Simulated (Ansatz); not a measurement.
# CH2Al+ (triplet): wave-function methods side by side, def2-QZVPP

The task here is to estimate one member of a computed series from the others.

Method: def2-QZVPP, core rule «outside noble gas», up to 6 orbitals frozen; program: Ansatz 0.2.0, Gaussian basis.

Plan: UHF; ROHF; CCSD(T) on UHF.

## What is computed

The geometry is a PBE0/def2-TZVP stationary point (not a proven minimum) of the parent state, kept for this charge and spin.

4 atoms, charge 1, spin multiplicity 3.

Atoms are counted from 1 here; the program's logs count them from 0.

Bond lengths: Al1–C2 1.925 Å, Al1–H3 1.580 Å, Al1–H4 1.580 Å. Angles: C2–Al1–H3 117.7°, C2–Al1–H4 117.7°, H3–Al1–H4 124.6°.

The first run:

Input file in.yaml:

```yaml
crystal:
  periodic: [false, false, false]
  atoms:
    - {symbol: Al, position_ang: [0.000000, 0.000000, 0.527635]}
    - {symbol: C, position_ang: [0.000000, 0.000000, -1.397228]}
    - {symbol: H, position_ang: [0.000000, 1.398998, 1.262610]}
    - {symbol: H, position_ang: [0.000000, -1.398998, 1.262610]}
basis:
  gaussian: {orbitals: "def2-QZVPP.json"}
total_charge: 1
magnetization: {spin_polarized: true, initial_magnetization: 2}
hamiltonian: {xc: hf}
output: {orbitals: {seedname: orbitals}}
```

Command:

```sh
ansatz run in.yaml --threads 1 --pin off --events-out ev --progress --plain --max-ram 4096MiB --backend cpu
```

Among the steps run: UHF; ROHF; CCSD(T) on UHF.

One of the session's tables, all rows but one given; the rest of the session is left out.

It belongs to the step «Misses and costs». 

| method | from UCCSD(T) (kcal/mol) |
| --- | --- |
| ROHF | +117.78 |
| UHF | +115.34 |
| UMP2 | +25.78 |
| UCCSD | ? |
| UCCSD(T) | 0 |

Estimate the missing values for UCCSD.

**Answer.** from UCCSD(T) (kcal/mol): +3.61. In the column «from UCCSD(T) (kcal/mol)» it lies between UCCSD(T) (0) and UMP2 (+25.78).
